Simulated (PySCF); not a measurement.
Computed with ωB97X-D3(BJ)/def2-TZVP // B3LYP-D3(BJ)/def2-SVP in PySCF. Isolated molecules, 0 K electronic values unless said otherwise. Excitations are Tamm–Dancoff values on a coarser integration grid. The basis has no diffuse functions, so Rydberg states are missing or too high.

Reference species (SMILES): `CO` (neutral, multiplicity 1).

T1 excitation (TDA): 6.98 eV
HOMO–LUMO gap: 13.47 eV

Changed species: `O(C)C` (free base O(CH3)2; the reference has free base CH3OH).

Question: Give the shifts of the T1 excitation (TDA) and HOMO–LUMO gap.

Answer: the T1 excitation (TDA) rises by 0.55 eV, to 7.53 eV; the HOMO–LUMO gap decreases by 0.29 eV, to 13.18 eV.
